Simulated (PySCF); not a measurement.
# C4H7N: field gradients at the nuclei

How much do the quadrupole couplings of C4H7N depend on the level of theory? Each job file holds the settings and the coordinates that a driver script hands to the program.

Computed with PySCF 2.14.0, density-fitted response routines (the levels named in each step, unless a step's input says otherwise).

### 1 Starting point

Bond lengths: C1–C2 1.523 Å, C2–C3 1.534 Å, C3–C4 1.440 Å, C4–N5 1.143 Å, C1–H6 1.082 Å, C1–H7 1.087 Å, C1–H8 1.095 Å, C2–H9 1.098 Å, C2–H10 1.086 Å, C3–H11 1.093 Å, C3–H12 1.095 Å. Angles (14 of 19 angles, heavy atoms first): C1–C2–C3 111.0°, C2–C3–C4 111.2°, C3–C4–N5 179.2°, C1–C2–H9 109.7°, C1–C2–H10 109.9°, C3–C2–H9 108.8°, C3–C2–H10 109.6°, C2–C1–H6 110.9°, C2–C1–H7 110.3°, C2–C1–H8 110.6°, C2–C3–H11 110.5°, C2–C3–H12 109.9°, C4–C3–H11 108.2°, C4–C3–H12 108.5°.

As a file:

```xyz
12

C    -2.2506   -0.7953   -0.3720
C    -1.1050    0.1495   -0.0322
C     0.2490   -0.5637   -0.1448
C     1.3351    0.3243    0.1795
N     2.1870    1.0405    0.4407
H    -2.1564   -1.1667   -1.3839
H    -3.2037   -0.2801   -0.2826
H    -2.2594   -1.6507    0.3109
H    -1.2246    0.5221    0.9940
H    -1.1217    1.0059   -0.7003
H     0.2897   -1.4176    0.5370
H     0.3932   -0.9312   -1.1662
```

### 2 Geometry, PBE0-D3(BJ)/def2-TZVP

job.txt

```
{"job": {"xc": "PBE0", "basis": "def2-TZVP", "d3": "d3bj", "grid": 2, "kind": "geom"}, "charge": 0, "multiplicity": 1}
C     -2.250600    -0.795300    -0.372010
C     -1.105020     0.149460    -0.032180
C      0.248950    -0.563740    -0.144790
C      1.335090     0.324310     0.179480
N      2.187010     1.040470     0.440700
H     -2.156420    -1.166730    -1.383850
H     -3.203730    -0.280060    -0.282580
H     -2.259430    -1.650680     0.310940
H     -1.224640     0.522060     0.994030
H     -1.121650     1.005890    -0.700330
H      0.289690    -1.417560     0.536960
H      0.393200    -0.931240    -1.166150
```

Log:

```text
step   0  E = -211.20440680  max force = 0.011702
step   1  E = -211.20497676  max force = 0.002955
step   2  E = -211.20500795  max force = 0.000834
step   3  E = -211.20501076  max force = 0.000119
optimisation converged
```

Run time: 37 s. Hardware: 4 threads of Arm Neoverse V2, shared host; peak memory 0.88 GiB.

It ended at:

```xyz
12

C    -2.2524   -0.7958   -0.3687
C    -1.1122    0.1449   -0.0271
C     0.2438   -0.5523   -0.1414
C     1.3553    0.3275    0.1804
N     2.2195    1.0401    0.4393
H    -2.1622   -1.1742   -1.3905
H    -3.2153   -0.2891   -0.2863
H    -2.2713   -1.6571    0.3044
H    -1.2281    0.5304    0.9890
H    -1.1219    1.0126   -0.6918
H     0.2857   -1.4161    0.5295
H     0.3917   -0.9340   -1.1565
```

### 3 Field gradients, PBE0/pcJ-2

job.txt

```
{"job": {"kind": "efgt", "xc": "PBE0", "basis": "pcJ-2"}, "charge": 0, "multiplicity": 1}
C     -2.252359    -0.795834    -0.368744
C     -1.112210     0.144875    -0.027134
C      0.243757    -0.552302    -0.141382
C      1.355265     0.327469     0.180415
N      2.219479     1.040143     0.439284
H     -2.162229    -1.174173    -1.390525
H     -3.215344    -0.289066    -0.286265
H     -2.271286    -1.657080     0.304366
H     -1.228096     0.530386     0.989031
H     -1.121913     1.012572    -0.691829
H      0.285684    -1.416142     0.529460
H      0.391701    -0.933969    -1.156456
```

Log:

```text
coarse grid: 9752 points
cycle   1  E = -211.1539809490  dE =  4.174e-01  |g| = 4.777e-01  |ddm| = 2.126e+00
cycle   2  E = -211.0250925827  dE =  1.289e-01  |g| = 9.155e-01  |ddm| = 7.891e-01
cycle   3  E = -211.2046517474  dE = -1.796e-01  |g| = 1.491e-01  |ddm| = 5.246e-01
cycle   4  E = -211.2094200179  dE = -4.768e-03  |g| = 4.360e-02  |ddm| = 8.942e-02
cycle   5  E = -211.2098446311  dE = -4.246e-04  |g| = 9.725e-03  |ddm| = 2.852e-02
cycle   6  E = -211.2098672947  dE = -2.266e-05  |g| = 1.330e-03  |ddm| = 6.675e-03
cycle   7  E = -211.2098676637  dE = -3.690e-07  |g| = 3.742e-04  |ddm| = 1.008e-03
final grid: 139032 points
cycle   8  E = -211.2078849137  dE = -1.590e-04  |g| = 7.533e-03  |ddm| = 4.729e-02
cycle   9  E = -211.2078829980  dE =  1.916e-06  |g| = 7.565e-03  |ddm| = 8.058e-03
cycle  10  E = -211.2078969268  dE = -1.393e-05  |g| = 9.555e-04  |ddm| = 4.331e-03
cycle  11  E = -211.2078970091  dE = -8.226e-08  |g| = 8.065e-04  |ddm| = 8.958e-04
cycle  12  E = -211.2078971308  dE = -1.217e-07  |g| = 2.592e-04  |ddm| = 4.497e-04
cycle  13  E = -211.2078971455  dE = -1.468e-08  |g| = 1.953e-05  |ddm| = 1.263e-04
cycle  14  E = -211.2078971455  dE = -7.481e-11  |g| = 5.158e-06  |ddm| = 1.193e-05
converged SCF energy = -211.2078971455

Field-gradient tensors (au): xx yy zz xy xz yz
  0 C     0.01024    0.00976   -0.02000    0.04379    0.01474    0.01269
  1 C     0.10123   -0.01454   -0.08669   -0.04910   -0.00189    0.01911
  2 C     0.07696    0.01290   -0.08986    0.10679    0.04188    0.04018
  3 C    -0.14680   -0.02668    0.17348   -0.27847   -0.10194   -0.08361
  4 N    -0.33262   -0.06137    0.39399   -0.67054   -0.24244   -0.19284
  5 H    -0.13556   -0.09276    0.22832   -0.00952   -0.03559    0.13655
  6 H     0.18966   -0.04699   -0.14267   -0.17437   -0.02812    0.01692
  7 H    -0.13928    0.11952    0.01976    0.00633   -0.00039   -0.20620
  8 H    -0.12926   -0.09175    0.22101   -0.01660   -0.04089    0.13556
  9 H    -0.13380    0.11924    0.01456   -0.00384    0.00215   -0.20266
 10 H    -0.13340    0.11810    0.01530   -0.00784    0.00960   -0.20076
 11 H    -0.12688   -0.09029    0.21717   -0.01588   -0.04872    0.13467
```

Run time: 25 s. Hardware: 4 threads of Arm Neoverse V2, shared host; peak memory 1.8 GiB.

### 4 Field gradients, PBE/def2-TZVPP

Changes to job.txt since step 3:

```diff
@@ -1,2 +1,2 @@
-{"job": {"kind": "efgt", "xc": "PBE0", "basis": "pcJ-2"}, "charge": 0, "multiplicity": 1}
+{"job": {"kind": "efgt", "xc": "PBE", "basis": "def2-TZVPP"}, "charge": 0, "multiplicity": 1}
 C     -2.252359    -0.795834    -0.368744
```

Log:

```text
coarse grid: 9752 points
cycle   1  E = -211.1013016078  dE =  3.166e-01  |g| = 5.947e-01  |ddm| = 2.604e+00
cycle   2  E = -210.8254466913  dE =  2.759e-01  |g| = 1.233e+00  |ddm| = 3.415e+00
cycle   3  E = -211.1522465641  dE = -3.268e-01  |g| = 4.148e-01  |ddm| = 2.829e+00
cycle   4  E = -211.1902777585  dE = -3.803e-02  |g| = 6.488e-02  |ddm| = 3.080e-01
cycle   5  E = -211.1911332934  dE = -8.555e-04  |g| = 2.513e-02  |ddm| = 1.089e-01
cycle   6  E = -211.1912898788  dE = -1.566e-04  |g| = 3.883e-03  |ddm| = 4.197e-02
cycle   7  E = -211.1912932701  dE = -3.391e-06  |g| = 1.177e-03  |ddm| = 4.041e-03
final grid: 139032 points
cycle   8  E = -211.1770799613  dE = -9.595e-05  |g| = 1.194e-02  |ddm| = 1.516e-01
cycle   9  E = -211.1770366933  dE =  4.327e-05  |g| = 1.769e-02  |ddm| = 3.136e-02
cycle  10  E = -211.1771098751  dE = -7.318e-05  |g| = 3.874e-03  |ddm| = 1.929e-02
cycle  11  E = -211.1771125855  dE = -2.710e-06  |g| = 1.544e-03  |ddm| = 3.411e-03
cycle  12  E = -211.1771131034  dE = -5.179e-07  |g| = 3.156e-04  |ddm| = 2.185e-03
cycle  13  E = -211.1771131282  dE = -2.483e-08  |g| = 4.967e-05  |ddm| = 5.718e-04
cycle  14  E = -211.1771131287  dE = -4.998e-10  |g| = 1.671e-05  |ddm| = 4.516e-05
converged SCF energy = -211.1771131287

Field-gradient tensors (au): xx yy zz xy xz yz
  0 C     0.01115    0.00961   -0.02076    0.04484    0.01515    0.01294
  1 C     0.10244   -0.01386   -0.08858   -0.04689   -0.00103    0.02006
  2 C     0.07458    0.01187   -0.08645    0.09646    0.03852    0.03798
  3 C    -0.14084   -0.02567    0.16651   -0.26855   -0.09820   -0.08041
  4 N    -0.31600   -0.05994    0.37594   -0.63965   -0.23117   -0.18449
  5 H    -0.13804   -0.09401    0.23205   -0.00970   -0.03605    0.13868
  6 H     0.19290   -0.04793   -0.14497   -0.17733   -0.02861    0.01711
  7 H    -0.14179    0.12157    0.02022    0.00646   -0.00055   -0.20940
  8 H    -0.13183   -0.09307    0.22490   -0.01677   -0.04173    0.13792
  9 H    -0.13649    0.12153    0.01496   -0.00387    0.00231   -0.20609
 10 H    -0.13616    0.12053    0.01563   -0.00825    0.00934   -0.20445
 11 H    -0.12959   -0.09172    0.22131   -0.01663   -0.04944    0.13718
```

Run time: 12 s. Hardware: 4 threads of Arm Neoverse V2, shared host; peak memory 1.8 GiB.

### 5 Field gradients, B3LYP/def2-TZVPP

Changes to job.txt since step 4:

```diff
@@ -1,2 +1,2 @@
-{"job": {"kind": "efgt", "xc": "PBE", "basis": "def2-TZVPP"}, "charge": 0, "multiplicity": 1}
+{"job": {"kind": "efgt", "xc": "B3LYP", "basis": "def2-TZVPP"}, "charge": 0, "multiplicity": 1}
 C     -2.252359    -0.795834    -0.368744
```

Log:

```text
coarse grid: 9752 points
cycle   1  E = -211.4083468557  dE =  3.957e-01  |g| = 5.213e-01  |ddm| = 2.544e+00
cycle   2  E = -211.2365505750  dE =  1.718e-01  |g| = 1.030e+00  |ddm| = 2.257e+00
cycle   3  E = -211.4668206025  dE = -2.303e-01  |g| = 1.965e-01  |ddm| = 1.687e+00
cycle   4  E = -211.4753638079  dE = -8.543e-03  |g| = 4.565e-02  |ddm| = 1.403e-01
cycle   5  E = -211.4758214329  dE = -4.576e-04  |g| = 1.286e-02  |ddm| = 6.225e-02
cycle   6  E = -211.4758621932  dE = -4.076e-05  |g| = 1.547e-03  |ddm| = 1.467e-02
cycle   7  E = -211.4758627050  dE = -5.118e-07  |g| = 4.574e-04  |ddm| = 2.109e-03
final grid: 139032 points
cycle   8  E = -211.4694073691  dE = -6.658e-05  |g| = 5.570e-03  |ddm| = 1.092e-01
cycle   9  E = -211.4694036733  dE =  3.696e-06  |g| = 6.628e-03  |ddm| = 8.538e-03
cycle  10  E = -211.4694142283  dE = -1.056e-05  |g| = 1.431e-03  |ddm| = 4.396e-03
cycle  11  E = -211.4694145930  dE = -3.647e-07  |g| = 6.155e-04  |ddm| = 2.010e-03
cycle  12  E = -211.4694146671  dE = -7.409e-08  |g| = 1.297e-04  |ddm| = 4.378e-04
cycle  13  E = -211.4694146712  dE = -4.079e-09  |g| = 2.054e-05  |ddm| = 1.372e-04
cycle  14  E = -211.4694146713  dE = -8.583e-11  |g| = 5.575e-06  |ddm| = 1.537e-05
converged SCF energy = -211.4694146713

Field-gradient tensors (au): xx yy zz xy xz yz
  0 C     0.00682    0.00965   -0.01648    0.03989    0.01315    0.01124
  1 C     0.09614   -0.01338   -0.08275   -0.05200   -0.00330    0.01799
  2 C     0.07225    0.01512   -0.08736    0.11232    0.04302    0.04044
  3 C    -0.16268   -0.02898    0.19166   -0.30823   -0.11280   -0.09231
  4 N    -0.34355   -0.06467    0.40822   -0.69249   -0.25044   -0.20006
  5 H    -0.13551   -0.09261    0.22813   -0.00955   -0.03578    0.13628
  6 H     0.18950   -0.04689   -0.14261   -0.17437   -0.02814    0.01692
  7 H    -0.13928    0.11935    0.01994    0.00616   -0.00025   -0.20595
  8 H    -0.12911   -0.09174    0.22086   -0.01642   -0.04083    0.13520
  9 H    -0.13365    0.11887    0.01478   -0.00369    0.00220   -0.20242
 10 H    -0.13306    0.11785    0.01521   -0.00753    0.00943   -0.20043
 11 H    -0.12661   -0.09020    0.21681   -0.01570   -0.04835    0.13447
```

Wall time 12 s (4 threads of Arm Neoverse V2, shared host); peak memory 1.8 GiB.

### 6 Field gradients, CAM-B3LYP/def2-TZVPP

Changes to job.txt since step 5:

```diff
@@ -1,2 +1,2 @@
-{"job": {"kind": "efgt", "xc": "B3LYP", "basis": "def2-TZVPP"}, "charge": 0, "multiplicity": 1}
+{"job": {"kind": "efgt", "xc": "CAM-B3LYP", "basis": "def2-TZVPP"}, "charge": 0, "multiplicity": 1}
 C     -2.252359    -0.795834    -0.368744
```

Log:

```text
coarse grid: 9752 points
cycle   1  E = -211.2889152017  dE =  5.264e-01  |g| = 4.949e-01  |ddm| = 2.515e+00
cycle   2  E = -211.1963821584  dE =  9.253e-02  |g| = 8.624e-01  |ddm| = 1.630e+00
cycle   3  E = -211.3499807523  dE = -1.536e-01  |g| = 6.085e-02  |ddm| = 1.024e+00
cycle   4  E = -211.3506650692  dE = -6.843e-04  |g| = 3.449e-02  |ddm| = 6.810e-02
cycle   5  E = -211.3509418799  dE = -2.768e-04  |g| = 4.871e-03  |ddm| = 3.220e-02
cycle   6  E = -211.3509477955  dE = -5.916e-06  |g| = 1.532e-03  |ddm| = 4.684e-03
final grid: 139032 points
cycle   7  E = -211.3455591782  dE = -4.889e-05  |g| = 4.137e-03  |ddm| = 8.076e-02
cycle   8  E = -211.3455594629  dE = -2.847e-07  |g| = 3.906e-03  |ddm| = 5.986e-03
cycle   9  E = -211.3455629613  dE = -3.498e-06  |g| = 7.976e-04  |ddm| = 2.878e-03
cycle  10  E = -211.3455630514  dE = -9.009e-08  |g| = 4.601e-04  |ddm| = 9.434e-04
cycle  11  E = -211.3455630925  dE = -4.108e-08  |g| = 3.914e-05  |ddm| = 4.428e-04
cycle  12  E = -211.3455630928  dE = -3.650e-10  |g| = 1.152e-05  |ddm| = 7.070e-05
converged SCF energy = -211.3455630928

Field-gradient tensors (au): xx yy zz xy xz yz
  0 C     0.00643    0.01019   -0.01663    0.04093    0.01343    0.01154
  1 C     0.09713   -0.01306   -0.08408   -0.05283   -0.00338    0.01844
  2 C     0.07538    0.01602   -0.09140    0.11802    0.04515    0.04242
  3 C    -0.16804   -0.02946    0.19750   -0.31664   -0.11598   -0.09493
  4 N    -0.34875   -0.06423    0.41298   -0.70393   -0.25442   -0.20227
  5 H    -0.13611   -0.09310    0.22921   -0.00955   -0.03603    0.13694
  6 H     0.19037   -0.04707   -0.14331   -0.17509   -0.02824    0.01703
  7 H    -0.13992    0.11989    0.02003    0.00619   -0.00016   -0.20696
  8 H    -0.12964   -0.09225    0.22189   -0.01649   -0.04100    0.13586
  9 H    -0.13420    0.11939    0.01480   -0.00369    0.00220   -0.20340
 10 H    -0.13340    0.11818    0.01522   -0.00747    0.00964   -0.20120
 11 H    -0.12689   -0.09067    0.21756   -0.01560   -0.04860    0.13497
```

Wall time 13 s (4 threads of Arm Neoverse V2, shared host); peak memory 1.8 GiB.

### 7 Field gradients, HF/def2-TZVPP

Changes to job.txt since step 6:

```diff
@@ -1,2 +1,2 @@
-{"job": {"kind": "efgt", "xc": "CAM-B3LYP", "basis": "def2-TZVPP"}, "charge": 0, "multiplicity": 1}
+{"job": {"kind": "efgt", "xc": "HF", "basis": "def2-TZVPP"}, "charge": 0, "multiplicity": 1}
 C     -2.252359    -0.795834    -0.368744
```

Log:

```text
final grid: 139032 points
cycle   1  E = -209.9758276045  dE =  8.552e-01  |g| = 5.610e-01  |ddm| = 2.423e+00
cycle   2  E = -210.0293061748  dE = -5.348e-02  |g| = 4.687e-01  |ddm| = 6.969e-01
cycle   3  E = -210.0745312450  dE = -4.523e-02  |g| = 7.312e-02  |ddm| = 4.071e-01
cycle   4  E = -210.0765672492  dE = -2.036e-03  |g| = 1.853e-02  |ddm| = 1.037e-01
cycle   5  E = -210.0766797827  dE = -1.125e-04  |g| = 5.172e-03  |ddm| = 3.695e-02
cycle   6  E = -210.0766921772  dE = -1.239e-05  |g| = 1.990e-03  |ddm| = 1.548e-02
cycle   7  E = -210.0766934467  dE = -1.270e-06  |g| = 5.258e-04  |ddm| = 4.824e-03
cycle   8  E = -210.0766935344  dE = -8.765e-08  |g| = 9.582e-05  |ddm| = 1.197e-03
cycle   9  E = -210.0766935386  dE = -4.281e-09  |g| = 2.570e-05  |ddm| = 1.533e-04
cycle  10  E = -210.0766935392  dE = -5.606e-10  |g| = 1.321e-05  |ddm| = 4.175e-05
converged SCF energy = -210.0766935392

Field-gradient tensors (au): xx yy zz xy xz yz
  0 C    -0.00144    0.00851   -0.00707    0.02672    0.00816    0.00695
  1 C     0.07855   -0.01268   -0.06588   -0.05929   -0.00768    0.01234
  2 C     0.06157    0.02047   -0.08204    0.13726    0.04922    0.04229
  3 C    -0.19923   -0.03344    0.23266   -0.37202   -0.13638   -0.11134
  4 N    -0.38315   -0.06942    0.45257   -0.76663   -0.27749   -0.22099
  5 H    -0.13977   -0.09574    0.23551   -0.00993   -0.03705    0.14090
  6 H     0.19555   -0.04837   -0.14718   -0.17978   -0.02899    0.01748
  7 H    -0.14368    0.12331    0.02037    0.00627   -0.00017   -0.21278
  8 H    -0.13282   -0.09488    0.22770   -0.01697   -0.04203    0.13956
  9 H    -0.13749    0.12249    0.01500   -0.00380    0.00225   -0.20889
 10 H    -0.13603    0.12076    0.01527   -0.00714    0.01060   -0.20577
 11 H    -0.12925   -0.09293    0.22218   -0.01517   -0.04998    0.13822
```

Wall time 3.1 s (4 threads of Arm Neoverse V2, shared host); peak memory 1.8 GiB.

### 8 Comparison

Largest principal value Vzz, in atomic units:

| atom | PBE0/pcJ-2 | PBE/def2-TZVPP | B3LYP/def2-TZVPP | CAM-B3LYP/def2-TZVPP | HF/def2-TZVPP |
| --- | --- | --- | --- | --- | --- |
| C1 | 0.0586 | 0.0601 | 0.0525 | 0.0537 | 0.0335 |
| C2 | 0.1196 | 0.1193 | 0.1174 | 0.1189 | 0.1086 |
| C3 | 0.1692 | 0.1564 | 0.1729 | 0.1814 | 0.1950 |
| C4 | -0.4018 | -0.3870 | -0.4446 | -0.4572 | -0.5377 |
| N5 | -0.9524 | -0.9084 | -0.9843 | -0.9994 | -1.0904 |
| H6 | 0.2818 | 0.2863 | 0.2815 | 0.2828 | 0.2907 |
| H7 | 0.2846 | 0.2894 | 0.2845 | 0.2857 | 0.2934 |
| H8 | 0.2819 | 0.2864 | 0.2816 | 0.2829 | 0.2908 |
| H9 | 0.2764 | 0.2813 | 0.2760 | 0.2773 | 0.2846 |
| H10 | 0.2763 | 0.2812 | 0.2759 | 0.2772 | 0.2845 |
| H11 | 0.2743 | 0.2795 | 0.2738 | 0.2747 | 0.2808 |
| H12 | 0.2743 | 0.2796 | 0.2738 | 0.2748 | 0.2808 |
| CPU time | 29 s | 22 s | 14 s | 15 s | 3.9 s |

Couplings eQVzz/h in MHz (234.9647 × Q in barn × Vzz), with Q = 0.02044 (14N), 0.00285783 (2H):

| nucleus | PBE0/pcJ-2 | PBE/def2-TZVPP | B3LYP/def2-TZVPP | CAM-B3LYP/def2-TZVPP | HF/def2-TZVPP |
| --- | --- | --- | --- | --- | --- |
| 14N (atom 5) | -4.574 | -4.363 | -4.727 | -4.800 | -5.237 |
| 2H (atom 6) | 0.189 | 0.192 | 0.189 | 0.190 | 0.195 |
| 2H (atom 7) | 0.191 | 0.194 | 0.191 | 0.192 | 0.197 |
| 2H (atom 8) | 0.189 | 0.192 | 0.189 | 0.190 | 0.195 |
| 2H (atom 9) | 0.186 | 0.189 | 0.185 | 0.186 | 0.191 |
| 2H (atom 10) | 0.186 | 0.189 | 0.185 | 0.186 | 0.191 |
| 2H (atom 11) | 0.184 | 0.188 | 0.184 | 0.184 | 0.189 |
| 2H (atom 12) | 0.184 | 0.188 | 0.184 | 0.185 | 0.189 |

### 9 Summary of results

```
                            quantity       value
coupling of 14N (atom 5), PBE0/pcJ-2  -4.574 MHz
 coupling of 2H (atom 6), PBE0/pcJ-2   0.189 MHz
 coupling of 2H (atom 7), PBE0/pcJ-2   0.191 MHz
 coupling of 2H (atom 8), PBE0/pcJ-2   0.189 MHz
 coupling of 2H (atom 9), PBE0/pcJ-2   0.186 MHz
```

What this shows: The largest coupling, that of 14N, runs from -5.237 (HF/def2-TZVPP) to -4.363 MHz (PBE/def2-TZVPP). The gradients are non-relativistic, at the equilibrium geometry and in principal axes; measured couplings hold vibrational averaging and refer to the inertial axes. The def2 sets are stiff near the nuclei, which limits their accuracy.
